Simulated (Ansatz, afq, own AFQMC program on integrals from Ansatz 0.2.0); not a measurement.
**Atomization energy of SiH$_{4}$, singlet, worked out**

```yaml
atoms:
  - { symbol: Si, position_ang: [0.0000, 0.0000, 0.0000] }
  - { symbol: H, position_ang: [0.8558, 0.8587, 0.8568] }
  - { symbol: H, position_ang: [-0.8596, -0.8544, 0.8574] }
  - { symbol: H, position_ang: [-0.8547, 0.8555, -0.8611] }
  - { symbol: H, position_ang: [0.8584, -0.8599, -0.8531] }
```

Basis cc-pVTZ. Only valence electrons are correlated. AFQMC by an in-house program on the Cholesky factors that Ansatz 0.2.0 writes for its CCSD(T) run. The CISD trial takes its coefficients from CCSD amplitudes. Released means that phaseless walkers are propagated on without the constraint, phases kept. Uncertainties: one standard error, sampling alone.

Total energies in eV. CBS is CCSD(T) at the limit of def2-TZVPP/QZVPP (extrapolated itself); the highest rung of each member is named.

Cautions: SiH₄ (singlet): the ph-AFQMC/HF walk drifts between its halves (2.2 errors).

```
       member  count  CCSD(T)/cc-pVTZ  highest rung in cc-pVTZ     which  CCSD(T)/CBS
 Si (triplet)     +1       -7862.2708               -7862.2931       FCI   -7862.5000
  H (doublet)     +4         -13.6005                 -13.6005       FCI     -13.6059
SiH₄, singlet     -1       -7930.4141               -7930.4367  CCSDT(Q)   -7931.0273
```

Task: Work out the best estimate of the atomization energy: the CCSD(T)/CBS difference plus the step from CCSD(T) to the highest rung.

Result: Sums with the counts: CCSD(T)/CBS 14.1037 eV, highest rung 13.7416 eV, CCSD(T)/cc-pVTZ 13.7413 eV. The step is 13.7416 − 13.7413 = 0.0003 eV, so the best estimate is 14.1037 + (0.0003) = 14.1040 eV = 1360.8 kJ/mol. The basis set is worth 0.362 eV of it. Zero-point, core-correlation and spin–orbit terms aren't in it. Past Ne the Hartree–Fock part of each CBS total tends to overshoot, since the cores don't follow the formula; that largely cancels in the difference.

Best estimates are given only where the step beyond CCSD(T) is under 0.3 eV and no member's determinant is very poor (T1 over 0.05, or 0.07 for open shells, ⟨S²⟩ too high by 0.3, two states mixed), so the hardest cases are missing from such tables.

CCSDT and higher add their correlation energy to the determinant of the CCSD(T) run, since their own runs factorise the integrals more tightly (a shift of under 2 meV). Each member of a difference takes its own highest rung, so a best estimate needn't equal the limit plus the step of one row.
